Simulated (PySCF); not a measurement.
An excited-state job on 1,1,1-trichloropropane, `CCC(Cl)(Cl)Cl`.

Computed with TDDFT PBE0/def2-SVPD, vertical, gas phase, core orbitals frozen in the response (PySCF 2.14.0, density-fitted response routines). Geometry: GFN2-xTB. A driver script takes a list of jobs; this job's settings line and coordinates (Å) are shown.

Command:
```bash
OMP_NUM_THREADS=1 python probes_run.py task.json out
```

Input:
```
{"job": {"kind": "uv", "xc": "PBE0", "basis": "def2-SVPD", "nstates": 6, "ntriplets": 2}, "charge": 0, "multiplicity": 1}
C     -1.306631     0.227872     0.390570
C     -0.082982    -0.639782     0.121788
C      1.192873     0.170483    -0.019728
Cl     1.084547     1.314250    -1.375097
Cl     2.571761    -0.918906    -0.328894
Cl     1.542906     1.090012     1.459646
H     -1.184653     0.788036     1.313347
H     -1.466577     0.928735    -0.423940
H     -2.185010    -0.404931     0.481789
H      0.061049    -1.347252     0.941075
H     -0.221860    -1.205847    -0.801590
```

Output:
```
coarse grid: 11232 points
cycle   1  E = -1496.6059947222  dE =  6.164e-01  |g| = 5.582e-01  |ddm| = 4.548e+00
cycle   2  E = -1496.4532564397  dE =  1.527e-01  |g| = 1.012e+00  |ddm| = 2.356e+00
cycle   3  E = -1496.6849630437  dE = -2.317e-01  |g| = 8.528e-02  |ddm| = 1.627e+00
cycle   4  E = -1496.6865553975  dE = -1.592e-03  |g| = 3.556e-02  |ddm| = 1.669e-01
cycle   5  E = -1496.6868735416  dE = -3.181e-04  |g| = 6.748e-03  |ddm| = 6.474e-02
cycle   6  E = -1496.6868857791  dE = -1.224e-05  |g| = 9.242e-04  |ddm| = 1.653e-02
cycle   7  E = -1496.6868859991  dE = -2.200e-07  |g| = 2.903e-04  |ddm| = 3.084e-03
final grid: 95728 points
cycle   8  E = -1496.8398153999  dE = -2.382e-05  |g| = 5.897e-03  |ddm| = 6.506e-02
cycle   9  E = -1496.8398081425  dE =  7.257e-06  |g| = 7.952e-03  |ddm| = 1.998e-02
cycle  10  E = -1496.8398239980  dE = -1.586e-05  |g| = 1.447e-03  |ddm| = 1.301e-02
cycle  11  E = -1496.8398244931  dE = -4.951e-07  |g| = 2.175e-04  |ddm| = 2.395e-03
cycle  12  E = -1496.8398245048  dE = -1.165e-08  |g| = 4.107e-05  |ddm| = 4.773e-04
cycle  13  E = -1496.8398245052  dE = -4.075e-10  |g| = 1.402e-05  |ddm| = 1.172e-04
converged SCF energy = -1496.8398245052

Static polarisability (au): isotropic 78.622, principal 73.901 78.143 83.823

Singlet excitations
state   eV       nm        f      main configurations
  1   6.3650    194.8   0.00008   H->L 0.97
  2   6.7653    183.3   0.01288   H-1->L 0.92
  3   6.8145    181.9   0.01578   H-2->L 0.93
  4   7.0586    175.6   0.00449   H-3->L 0.89
  5   7.2138    171.9   0.00836   H->L+1 0.83
  6   7.3078    169.7   0.01200   H->L+2 0.80

Triplet excitations (Tamm-Dancoff, eV): 5.7863 6.0497
```

The SCF starts on a coarse grid where the log names one; the energy can jump when the final grid takes over, and dE then counts from the start density on the new grid. H and L stand for HOMO and LUMO; the number after each pair is its weight.

Task: Give the mean polarisability as a volume in Å³, and the ratio of the largest to the smallest principal value.

Result: 78.622 au × 0.148185 = 11.65 Å³; 83.823/73.901 = 1.13.

Task: How does the lowest singlet excitation compare with the HOMO–LUMO gap?

Result: HOMO -8.71 eV and LUMO -0.77 eV give a gap of 7.94 eV; S1 at 6.37 eV lies 1.57 eV below it.

In short: HOMO -8.71 eV, LUMO -0.77 eV; lowest singlet 6.37 eV; lowest triplet 5.79 eV (Tamm–Dancoff); mean polarisability 78.6 au.

The run took 17 s wall on one thread, Arm Neoverse V2 (aarch64), no GPU, shared host with 32 logical CPUs at a one-minute load of 12, and the process peaked at 0.74 GiB of memory.
Labels such as C1 count atoms from 1, the log's own numbers from 0.
